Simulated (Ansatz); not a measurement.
# BNH₃ (doublet): B2PLYP, RPA-PBE over vertical spin and charge gaps and displaced geometries, cc-pVDZ

Aim: run BNH₃ (doublet) with these functionals over vertical spin and charge gaps and displaced geometries, and hold them against the top wave-function level at the same points.

Program: Ansatz 0.2.0, Gaussian basis. Level of theory: cc-pVDZ, all electrons in the functionals, frozen cores in the correlation of double hybrids and RPA. These are calculated values, not measurements.

The runs, in order: B2PLYP, RPA-PBE, at charge 0, doublet; charge 0, quartet; charge 1, singlet; charge 1, triplet; displaced geometry v1; displaced geometry v2.

22 further runs of the same task are left out: 1 for a known fault of the program, 8 that didn't finish, 13 set aside as unsound or not needed.

### 1 The geometry

The geometry is a PBE0/def2-TZVP stationary point (not a proven minimum).

5 atoms, charge 0, spin multiplicity 2.

Atoms are counted from 1 here; the program's logs count them from 0.

Bond lengths: B1–N2 1.374 Å, B1–H3 1.195 Å, N2–H4 1.011 Å, N2–H5 1.007 Å. Angles: N2–B1–H3 125.1°, B1–N2–H4 123.7°, B1–N2–H5 123.2°, H4–N2–H5 113.1°.

As a file:

```xyz
5
BH3N
B     0.0000   -0.1798    0.7865
N     0.0000    0.0674   -0.5650
H     0.0000    0.6578    1.6392
H     0.0000    0.9957   -0.9652
H     0.0000   -0.6620   -1.2589
```

No dispersion term is added.

The geometry shown and the zero of energy belong to the point charge 0, doublet. The yardstick, UCCSDT(Q), and other wave-function levels (R restricted, U unrestricted, valence and pair active spaces) come from earlier runs.

### 2 B2PLYP, charge 0, doublet

in.yaml

```yaml
crystal:
  periodic: [false, false, false]
  atoms:
    - {symbol: B, position_ang: [0.000000, -0.179775, 0.786527]}
    - {symbol: N, position_ang: [0.000000, 0.067403, -0.564987]}
    - {symbol: H, position_ang: [0.000000, 0.657847, 1.639246]}
    - {symbol: H, position_ang: [0.000000, 0.995722, -0.965199]}
    - {symbol: H, position_ang: [0.000000, -0.661987, -1.258945]}
basis:
  gaussian: {orbitals: cc-pVDZ}
magnetization: {spin_polarized: true, initial_magnetization: 1}
hamiltonian: {xc: {name: B2PLYP}}
correlation: {electrons: outside_noble_gas}
```

Command:

```sh
$ ansatz run in.yaml --threads 1 --pin off --events-out ev --progress --plain --max-ram 2393MiB
```

The log of the run:

```text
Functional definition: B2PLYP
  name "B2PLYP"
  cite "Grimme, J. Chem. Phys. 124, 034108 (2006) doi:10.1063/1.2148954"
  cite "Becke, Phys. Rev. A 38, 3098 (1988) doi:10.1103/PhysRevA.38.3098"
  cite "Lee, Yang & Parr, Phys. Rev. B 37, 785 (1988) doi:10.1103/PhysRevB.37.785"
  parameter a = 0.53
  parameter c = 0.27
  exchange = (1 - a)*b88_x + a*exact_x
  correlation = (1 - c)*lyp_c + c*(mp2_os + mp2_ss)
396 factors; integrals over basis functions are off by at most 1.3e-3 eV
mean field evaluation 1: about -2206.5372 eV, gradient 2.6e1 eV
mean field evaluation 2: about -2206.5366 eV, gradient 2.6e1 eV
mean field evaluation 4: about -2209.3963 eV, gradient 2.1e0 eV
mean field evaluation 8: about -2209.4313 eV, gradient 7.8e-2 eV
mean field evaluation 16: about -2209.4315 eV, gradient 2.8e-5 eV
mean field -2209.43151554 eV, -81.1951105897 hartree, gradient 6.5e-6 eV, S^2 0.753233; 0 other end points of the search recorded, 0 dependent functions left out
2 core orbitals not correlated: weight in the atoms' cores, before any rotation towards them, 1.000 or more for the frozen orbitals, at most 0.000 for the correlated occupied ones
reference -2209.43163455 eV, -81.1951149631 hartree; 6, 5 occupied and 35, 36 virtual orbitals, 396 factors
second order -7.96161114 eV of doubles, -0.00000000 eV of singles
Total energy: -2211.58126955 eV, -81.2741125925 hartree
```

Wall time 1 s (1 thread of Arm Neoverse V1, shared host).

From the report: ⟨S²⟩ of the determinant 0.753 (pure doublet: 0.75).

### 3 B2PLYP, charge 0, quartet

in.yaml: that of step 2 with these lines changed.

```diff
@@ -10,3 +10,3 @@
   gaussian: {orbitals: cc-pVDZ}
-magnetization: {spin_polarized: true, initial_magnetization: 1}
+magnetization: {spin_polarized: true, initial_magnetization: 3}
 hamiltonian: {xc: {name: B2PLYP}}
```

The command is unchanged.

The log of the run, cut to the lines that bear on the results:

```text
Functional definition: B2PLYP
  name "B2PLYP"
  cite "Grimme, J. Chem. Phys. 124, 034108 (2006) doi:10.1063/1.2148954"
  cite "Becke, Phys. Rev. A 38, 3098 (1988) doi:10.1103/PhysRevA.38.3098"
  cite "Lee, Yang & Parr, Phys. Rev. B 37, 785 (1988) doi:10.1103/PhysRevB.37.785"
[...]
396 factors; integrals over basis functions are off by at most 1.3e-3 eV
[...]
mean field -2203.36611796 eV, -80.9722113400 hartree, gradient 2.1e-6 eV, S^2 3.757832; 0 other end points of the search recorded, 0 dependent functions left out
2 core orbitals not correlated: weight in the atoms' cores, before any rotation towards them, 1.000 or more for the frozen orbitals, at most 0.000 for the correlated occupied ones
reference -2203.36623817 eV, -80.9722157574 hartree; 7, 4 occupied and 34, 37 virtual orbitals, 396 factors
second order -6.50021029 eV of doubles, -0.00000000 eV of singles
Total energy: -2205.12129495 eV, -81.0367129043 hartree
```

It took 1 s on 1 thread of Arm Neoverse V1, shared host.

From the report: ⟨S²⟩ of the determinant 3.758 (pure quartet: 3.75).

From charge 0, doublet: +149.0 kcal/mol.

### 4 B2PLYP, charge 1, singlet

in.yaml: that of step 3 with these lines changed.

```diff
@@ -10,3 +10,3 @@
   gaussian: {orbitals: cc-pVDZ}
-magnetization: {spin_polarized: true, initial_magnetization: 3}
+total_charge: 1
 hamiltonian: {xc: {name: B2PLYP}}
```

Same command.

The log of the run, cut to the lines that bear on the results:

```text
Functional definition: B2PLYP
  name "B2PLYP"
  cite "Grimme, J. Chem. Phys. 124, 034108 (2006) doi:10.1063/1.2148954"
  cite "Becke, Phys. Rev. A 38, 3098 (1988) doi:10.1103/PhysRevA.38.3098"
  cite "Lee, Yang & Parr, Phys. Rev. B 37, 785 (1988) doi:10.1103/PhysRevB.37.785"
[...]
396 factors; integrals over basis functions are off by at most 1.3e-3 eV
[...]
mean field -2201.54979155 eV, -80.9054625753 hartree, gradient 4.9e-6 eV, S^2 0.000000; 0 other end points of the search recorded, 0 dependent functions left out
2 core orbitals not correlated: weight in the atoms' cores, before any rotation towards them, 1.000 or more for the frozen orbitals, at most 0.000 for the correlated occupied ones
reference -2201.54990120 eV, -80.9054666049 hartree; 5, 5 occupied and 36, 36 virtual orbitals, 396 factors
second order -7.89102093 eV of doubles, -0.00000000 eV of singles
Total energy: -2203.68047685 eV, -80.9837638160 hartree
```

Run time: 0.75 s. Hardware: 1 thread of Arm Neoverse V1, shared host.

From charge 0, doublet: +182.2 kcal/mol.

### 5 B2PLYP, charge 1, triplet

in.yaml: that of step 4 with these lines changed.

```diff
@@ -11,2 +11,3 @@
 total_charge: 1
+magnetization: {spin_polarized: true, initial_magnetization: 2}
 hamiltonian: {xc: {name: B2PLYP}}
```

Launched as before.

The log of the run, cut to the lines that bear on the results:

```text
Functional definition: B2PLYP
  name "B2PLYP"
  cite "Grimme, J. Chem. Phys. 124, 034108 (2006) doi:10.1063/1.2148954"
  cite "Becke, Phys. Rev. A 38, 3098 (1988) doi:10.1103/PhysRevA.38.3098"
  cite "Lee, Yang & Parr, Phys. Rev. B 37, 785 (1988) doi:10.1103/PhysRevB.37.785"
[...]
396 factors; integrals over basis functions are off by at most 1.3e-3 eV
[...]
mean field -2198.57446666 eV, -80.7961214023 hartree, gradient 4.2e-6 eV, S^2 2.003701; 3 other end points of the search recorded, 0 dependent functions left out
2 core orbitals not correlated: weight in the atoms' cores, before any rotation towards them, 1.000 or more for the frozen orbitals, at most 0.000 for the correlated occupied ones
reference -2198.57457804 eV, -80.7961254956 hartree; 6, 4 occupied and 35, 37 virtual orbitals, 396 factors
second order -6.04347018 eV of doubles, -0.00000000 eV of singles
Total energy: -2200.20631499 eV, -80.8560907224 hartree
```

Wall time 2.3 s (1 thread of Arm Neoverse V1, shared host).

From the report: ⟨S²⟩ of the determinant 2.004 (pure triplet: 2.00).

From charge 0, doublet: +262.3 kcal/mol.

### 6 B2PLYP, displaced geometry v1

in.yaml

```yaml
crystal:
  periodic: [false, false, false]
  atoms:
    - {symbol: B, position_ang: [0.004276, -0.172380, 0.797684]}
    - {symbol: N, position_ang: [0.003443, 0.058656, -0.564983]}
    - {symbol: H, position_ang: [0.051407, 0.708410, 1.596636]}
    - {symbol: H, position_ang: [-0.051370, 0.983470, -0.978006]}
    - {symbol: H, position_ang: [-0.093754, -0.658059, -1.323242]}
basis:
  gaussian: {orbitals: cc-pVDZ}
magnetization: {spin_polarized: true, initial_magnetization: 1}
hamiltonian: {xc: {name: B2PLYP}}
correlation: {electrons: outside_noble_gas}
```

The command is unchanged.

The log of the run, cut to the lines that bear on the results:

```text
Functional definition: B2PLYP
  name "B2PLYP"
  cite "Grimme, J. Chem. Phys. 124, 034108 (2006) doi:10.1063/1.2148954"
  cite "Becke, Phys. Rev. A 38, 3098 (1988) doi:10.1103/PhysRevA.38.3098"
  cite "Lee, Yang & Parr, Phys. Rev. B 37, 785 (1988) doi:10.1103/PhysRevB.37.785"
[...]
396 factors; integrals over basis functions are off by at most 1.3e-3 eV
[...]
mean field -2209.37159695 eV, -81.1929086220 hartree, gradient 6.6e-6 eV, S^2 0.753317; 0 other end points of the search recorded, 0 dependent functions left out
2 core orbitals not correlated: weight in the atoms' cores, before any rotation towards them, 1.000 or more for the frozen orbitals, at most 0.000 for the correlated occupied ones
reference -2209.37171671 eV, -81.1929130233 hartree; 6, 5 occupied and 35, 36 virtual orbitals, 396 factors
second order -8.02314993 eV of doubles, -0.00000000 eV of singles
Total energy: -2211.53796720 eV, -81.2725212601 hartree
```

Wall time 0.99 s (1 thread of Arm Neoverse V1, shared host).

From the report: ⟨S²⟩ of the determinant 0.753 (pure doublet: 0.75).

From charge 0, doublet: +1.0 kcal/mol.

### 7 B2PLYP, displaced geometry v2

in.yaml

```yaml
crystal:
  periodic: [false, false, false]
  atoms:
    - {symbol: B, position_ang: [0.090245, -0.176681, 0.782730]}
    - {symbol: N, position_ang: [-0.074630, 0.078871, -0.557191]}
    - {symbol: H, position_ang: [0.001991, 0.636891, 1.638862]}
    - {symbol: H, position_ang: [0.085099, 0.919496, -0.947369]}
    - {symbol: H, position_ang: [-0.017959, -0.757346, -1.343998]}
basis:
  gaussian: {orbitals: cc-pVDZ}
magnetization: {spin_polarized: true, initial_magnetization: 1}
hamiltonian: {xc: {name: B2PLYP}}
correlation: {electrons: outside_noble_gas}
```

Same command.

The log of the run, cut to the lines that bear on the results:

```text
Functional definition: B2PLYP
  name "B2PLYP"
  cite "Grimme, J. Chem. Phys. 124, 034108 (2006) doi:10.1063/1.2148954"
  cite "Becke, Phys. Rev. A 38, 3098 (1988) doi:10.1103/PhysRevA.38.3098"
  cite "Lee, Yang & Parr, Phys. Rev. B 37, 785 (1988) doi:10.1103/PhysRevB.37.785"
[...]
397 factors; integrals over basis functions are off by at most 1.1e-3 eV
[...]
mean field -2208.86914568 eV, -81.1744438784 hartree, gradient 6.1e-6 eV, S^2 0.753103; 0 other end points of the search recorded, 0 dependent functions left out
2 core orbitals not correlated: weight in the atoms' cores, before any rotation towards them, 1.000 or more for the frozen orbitals, at most 0.000 for the correlated occupied ones
reference -2208.86926670 eV, -81.1744483260 hartree; 6, 5 occupied and 35, 36 virtual orbitals, 397 factors
second order -8.04915304 eV of doubles, -0.00000000 eV of singles
Total energy: -2211.04253803 eV, -81.2543145740 hartree
```

Run time: 1 s. Hardware: 1 thread of Arm Neoverse V1, shared host.

From the report: ⟨S²⟩ of the determinant 0.753 (pure doublet: 0.75).

From charge 0, doublet: +12.4 kcal/mol.

### 8 RPA-PBE, charge 0, doublet

in.yaml

```yaml
crystal:
  periodic: [false, false, false]
  atoms:
    - {symbol: B, position_ang: [0.000000, -0.179775, 0.786527]}
    - {symbol: N, position_ang: [0.000000, 0.067403, -0.564987]}
    - {symbol: H, position_ang: [0.000000, 0.657847, 1.639246]}
    - {symbol: H, position_ang: [0.000000, 0.995722, -0.965199]}
    - {symbol: H, position_ang: [0.000000, -0.661987, -1.258945]}
basis:
  gaussian: {orbitals: cc-pVDZ}
magnetization: {spin_polarized: true, initial_magnetization: 1}
hamiltonian: {xc: {name: PBE}}
correlation: {method: rpa, electrons: outside_noble_gas}
```

Launched as before.

The log of the run, cut to the lines that bear on the results:

```text
Functional definition: PBE
  name "PBE"
  cite "Perdew, Burke & Ernzerhof, Phys. Rev. Lett. 77, 3865 (1996) doi:10.1103/PhysRevLett.77.3865"
  parent pbe
[...]
396 factors; integrals over basis functions are off by at most 1.3e-3 eV
[...]
mean field -2210.88117687 eV, -81.2483846609 hartree, gradient 6.6e-6 eV, S^2 0.753348; 0 other end points of the search recorded, 0 dependent functions left out
2 core orbitals not correlated: weight in the atoms' cores, before any rotation towards them, 1.000 or more for the frozen orbitals, at most 0.000 for the correlated occupied ones
reference -2199.91761163 eV, -80.8454810696 hartree; 6, 5 occupied and 35, 36 virtual orbitals, 396 factors
Total energy: -2211.05217604 eV, -81.2546687646 hartree
```

It took 0.99 s on 1 thread of Arm Neoverse V1, shared host.

From the report: ⟨S²⟩ of the determinant 0.753 (pure doublet: 0.75).

### 9 RPA-PBE, charge 0, quartet

in.yaml: that of step 8 with these lines changed.

```diff
@@ -10,3 +10,3 @@
   gaussian: {orbitals: cc-pVDZ}
-magnetization: {spin_polarized: true, initial_magnetization: 1}
+magnetization: {spin_polarized: true, initial_magnetization: 3}
 hamiltonian: {xc: {name: PBE}}
```

The command is unchanged.

The log of the run, cut to the lines that bear on the results:

```text
Functional definition: PBE
  name "PBE"
  cite "Perdew, Burke & Ernzerhof, Phys. Rev. Lett. 77, 3865 (1996) doi:10.1103/PhysRevLett.77.3865"
  parent pbe
[...]
396 factors; integrals over basis functions are off by at most 1.3e-3 eV
[...]
mean field -2204.50636509 eV, -81.0141146491 hartree, gradient 8.7e-7 eV, S^2 3.754744; 16 other end points of the search recorded, 0 dependent functions left out
2 core orbitals not correlated: weight in the atoms' cores, before any rotation towards them, 1.000 or more for the frozen orbitals, at most 0.000 for the correlated occupied ones
reference -2194.40503044 eV, -80.6428974476 hartree; 7, 4 occupied and 34, 37 virtual orbitals, 396 factors
Total energy: -2204.66573987 eV, -81.0199715642 hartree
```

Wall time 8.5 s (1 thread of Arm Neoverse V1, shared host).

From the report: ⟨S²⟩ of the determinant 3.755 (pure quartet: 3.75).

From charge 0, doublet: +147.3 kcal/mol.

### 10 RPA-PBE, charge 1, singlet

in.yaml: that of step 9 with these lines changed.

```diff
@@ -10,3 +10,3 @@
   gaussian: {orbitals: cc-pVDZ}
-magnetization: {spin_polarized: true, initial_magnetization: 3}
+total_charge: 1
 hamiltonian: {xc: {name: PBE}}
```

Launched as before.

The log of the run, cut to the lines that bear on the results:

```text
Functional definition: PBE
  name "PBE"
  cite "Perdew, Burke & Ernzerhof, Phys. Rev. Lett. 77, 3865 (1996) doi:10.1103/PhysRevLett.77.3865"
  parent pbe
[...]
396 factors; integrals over basis functions are off by at most 1.3e-3 eV
[...]
mean field -2202.86720482 eV, -80.9538766202 hartree, gradient 8.8e-6 eV, S^2 0.000000; 0 other end points of the search recorded, 0 dependent functions left out
2 core orbitals not correlated: weight in the atoms' cores, before any rotation towards them, 1.000 or more for the frozen orbitals, at most 0.000 for the correlated occupied ones
reference -2192.24214703 eV, -80.5634129483 hartree; 5, 5 occupied and 36, 36 virtual orbitals, 396 factors
Total energy: -2203.07685181 eV, -80.9615810047 hartree
```

It took 0.84 s on 1 thread of Arm Neoverse V1, shared host.

From charge 0, doublet: +183.9 kcal/mol.

### 11 RPA-PBE, charge 1, triplet

in.yaml: that of step 10 with these lines changed.

```diff
@@ -11,2 +11,3 @@
 total_charge: 1
+magnetization: {spin_polarized: true, initial_magnetization: 2}
 hamiltonian: {xc: {name: PBE}}
```

Same command.

The log of the run, cut to the lines that bear on the results:

```text
Functional definition: PBE
  name "PBE"
  cite "Perdew, Burke & Ernzerhof, Phys. Rev. Lett. 77, 3865 (1996) doi:10.1103/PhysRevLett.77.3865"
  parent pbe
[...]
396 factors; integrals over basis functions are off by at most 1.3e-3 eV
[...]
mean field -2199.27085796 eV, -80.8217133109 hartree, gradient 8.2e-6 eV, S^2 2.002430; 9 other end points of the search recorded, 0 dependent functions left out
2 core orbitals not correlated: weight in the atoms' cores, before any rotation towards them, 1.000 or more for the frozen orbitals, at most 0.000 for the correlated occupied ones
reference -2190.15697178 eV, -80.4867841713 hartree; 6, 4 occupied and 35, 37 virtual orbitals, 396 factors
Total energy: -2199.62432070 eV, -80.8347028269 hartree
```

It took 5.5 s on 1 thread of Arm Neoverse V1, shared host.

From the report: ⟨S²⟩ of the determinant 2.002 (pure triplet: 2.00).

From charge 0, doublet: +263.5 kcal/mol.

### 12 RPA-PBE, displaced geometry v1

in.yaml

```yaml
crystal:
  periodic: [false, false, false]
  atoms:
    - {symbol: B, position_ang: [0.004276, -0.172380, 0.797684]}
    - {symbol: N, position_ang: [0.003443, 0.058656, -0.564983]}
    - {symbol: H, position_ang: [0.051407, 0.708410, 1.596636]}
    - {symbol: H, position_ang: [-0.051370, 0.983470, -0.978006]}
    - {symbol: H, position_ang: [-0.093754, -0.658059, -1.323242]}
basis:
  gaussian: {orbitals: cc-pVDZ}
magnetization: {spin_polarized: true, initial_magnetization: 1}
hamiltonian: {xc: {name: PBE}}
correlation: {method: rpa, electrons: outside_noble_gas}
```

Launched as before.

The log of the run, cut to the lines that bear on the results:

```text
Functional definition: PBE
  name "PBE"
  cite "Perdew, Burke & Ernzerhof, Phys. Rev. Lett. 77, 3865 (1996) doi:10.1103/PhysRevLett.77.3865"
  parent pbe
[...]
396 factors; integrals over basis functions are off by at most 1.3e-3 eV
[...]
mean field -2210.85707595 eV, -81.2474989682 hartree, gradient 7.3e-6 eV, S^2 0.753464; 0 other end points of the search recorded, 0 dependent functions left out
2 core orbitals not correlated: weight in the atoms' cores, before any rotation towards them, 1.000 or more for the frozen orbitals, at most 0.000 for the correlated occupied ones
reference -2199.83016268 eV, -80.8422673800 hartree; 6, 5 occupied and 35, 36 virtual orbitals, 396 factors
Total energy: -2211.03320136 eV, -81.2539714580 hartree
```

Run time: 0.96 s. Hardware: 1 thread of Arm Neoverse V1, shared host.

From the report: ⟨S²⟩ of the determinant 0.753 (pure doublet: 0.75).

From charge 0, doublet: +0.4 kcal/mol.

### 13 RPA-PBE, displaced geometry v2

in.yaml

```yaml
crystal:
  periodic: [false, false, false]
  atoms:
    - {symbol: B, position_ang: [0.090245, -0.176681, 0.782730]}
    - {symbol: N, position_ang: [-0.074630, 0.078871, -0.557191]}
    - {symbol: H, position_ang: [0.001991, 0.636891, 1.638862]}
    - {symbol: H, position_ang: [0.085099, 0.919496, -0.947369]}
    - {symbol: H, position_ang: [-0.017959, -0.757346, -1.343998]}
basis:
  gaussian: {orbitals: cc-pVDZ}
magnetization: {spin_polarized: true, initial_magnetization: 1}
hamiltonian: {xc: {name: PBE}}
correlation: {method: rpa, electrons: outside_noble_gas}
```

The command is unchanged.

The log of the run, cut to the lines that bear on the results:

```text
Functional definition: PBE
  name "PBE"
  cite "Perdew, Burke & Ernzerhof, Phys. Rev. Lett. 77, 3865 (1996) doi:10.1103/PhysRevLett.77.3865"
  parent pbe
[...]
397 factors; integrals over basis functions are off by at most 1.1e-3 eV
[...]
mean field -2210.37481122 eV, -81.2297760664 hartree, gradient 3.5e-6 eV, S^2 0.753262; 0 other end points of the search recorded, 0 dependent functions left out
2 core orbitals not correlated: weight in the atoms' cores, before any rotation towards them, 1.000 or more for the frozen orbitals, at most 0.000 for the correlated occupied ones
reference -2199.29608317 eV, -80.8226403200 hartree; 6, 5 occupied and 35, 36 virtual orbitals, 397 factors
Total energy: -2210.52700921 eV, -81.2353692396 hartree
```

It took 0.99 s on 1 thread of Arm Neoverse V1, shared host.

From the report: ⟨S²⟩ of the determinant 0.753 (pure doublet: 0.75).

From charge 0, doublet: +12.1 kcal/mol.

### 14 Against the wave-function levels

The yardstick is UCCSDT(Q), where the cluster series has nearly closed. It comes from earlier runs at the same points. Energies in kcal/mol, counted from charge 0, doublet; blanks weren't run or aren't comparable.

```csv
level,doublet to quartet,ionisation to the singlet cation,ionisation to the triplet cation,displacement v1,displacement v2
UCCSDT(Q),146.0,180.0,259.5,0.8,12.5
B2PLYP,149.0,182.2,262.3,1.0,12.4
RPA-PBE,147.3,183.9,263.5,0.4,12.1
```

Largest miss and mean time a point (UCCSDT(Q) took 35 s a point; shared hosts):

```csv
level,largest miss (kcal/mol),where,time a point
B2PLYP,+3.0,doublet to quartet,1.2 s
RPA-PBE,+4.0,ionisation to the triplet cation,3 s
```

### 15 Summary of results

```
                                   quantity                                             value
              doublet to quartet, UCCSDT(Q)                                    146.0 kcal/mol
ionisation to the singlet cation, UCCSDT(Q)                                    180.0 kcal/mol
ionisation to the triplet cation, UCCSDT(Q)                                    259.5 kcal/mol
                 displacement v1, UCCSDT(Q)                                      0.8 kcal/mol
                 displacement v2, UCCSDT(Q)                                     12.5 kcal/mol
                       largest miss, B2PLYP                +3.0 kcal/mol (doublet to quartet)
                      largest miss, RPA-PBE  +4.0 kcal/mol (ionisation to the triplet cation)
```

Of the functionals, B2PLYP keep the smallest largest miss at the points compared (at most 3.0 kcal/mol) and RPA-PBE strays most (4.0 kcal/mol, at ionisation to the triplet cation). Functionals and the yardstick converge differently with the basis, so part of each miss in cc-pVDZ is the basis.
